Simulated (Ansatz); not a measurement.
Total energies of `[BH3-][NH3+]`.

```xyz
8

B    -0.641    0.222   -0.488
N     0.616   -0.213    0.469
H    -0.245    1.178   -1.119
H    -0.868   -0.748   -1.178
H    -1.544    0.490    0.274
H     0.374   -1.015    1.042
H     0.880    0.546    1.088
H     1.428   -0.459   -0.089
```

The species carries charge 0 and has multiplicity 1. Geometry: relaxed with PBE0-D4/def2-TZVP. Basis def2-TZVPP, Ansatz 0.2.0.

RPA on PBE orbitals: Hartree–Fock energy of these orbitals -82.63627 Eh, correlation -0.64479 Eh (frozen core).

```json
{"functional": "LDA (SPW92)", "energy without D4 (Eh)": "-82.44936", "D4 term (kJ/mol)": "–"}
{"functional": "PBE", "energy without D4 (Eh)": "-83.12046", "D4 term (kJ/mol)": "-7.0"}
{"functional": "revPBE", "energy without D4 (Eh)": "-83.21902", "D4 term (kJ/mol)": "-28.0"}
{"functional": "BLYP", "energy without D4 (Eh)": "-83.19810", "D4 term (kJ/mol)": "-16.3"}
{"functional": "r2SCAN", "energy without D4 (Eh)": "-83.19056", "D4 term (kJ/mol)": "-1.7"}
{"functional": "B97M-V", "energy without D4 (Eh)": "-83.24416", "D4 term (kJ/mol)": "–"}
{"functional": "PBE0", "energy without D4 (Eh)": "-83.13839", "D4 term (kJ/mol)": "-5.7"}
{"functional": "B3LYP", "energy without D4 (Eh)": "-83.26043", "D4 term (kJ/mol)": "-11.2"}
{"functional": "r2SCANh", "energy without D4 (Eh)": "-83.18800", "D4 term (kJ/mol)": "-1.7"}
{"functional": "r2SCAN0", "energy without D4 (Eh)": "-83.18452", "D4 term (kJ/mol)": "-1.9"}
{"functional": "HSE06 (plane-wave form)", "energy without D4 (Eh)": "-83.13274", "D4 term (kJ/mol)": "-5.2"}
{"functional": "BHLYP", "energy without D4 (Eh)": "-83.19573", "D4 term (kJ/mol)": "-7.2"}
{"functional": "CAM-B3LYP", "energy without D4 (Eh)": "-83.20092", "D4 term (kJ/mol)": "-5.5"}
{"functional": "LC-ωPBE", "energy without D4 (Eh)": "-83.20028", "D4 term (kJ/mol)": "–"}
{"functional": "ωB97X-V", "energy without D4 (Eh)": "-83.22035", "D4 term (kJ/mol)": "–"}
{"functional": "ωB97M-V", "energy without D4 (Eh)": "-83.18796", "D4 term (kJ/mol)": "–"}
{"functional": "B2PLYP", "energy without D4 (Eh)": "-83.16644", "D4 term (kJ/mol)": "–"}
{"functional": "PBE-QIDH", "energy without D4 (Eh)": "-83.12952", "D4 term (kJ/mol)": "–"}
```

B3LYP takes the VWN-RPA correlation (the form of Gaussian; ORCA's B3LYP/G). HSE06 is the plane-wave form, built on full-range PBE exchange. The double hybrids freeze the cores in their second-order part.

LC-ωPBE has ω = 0.4 bohr⁻¹.
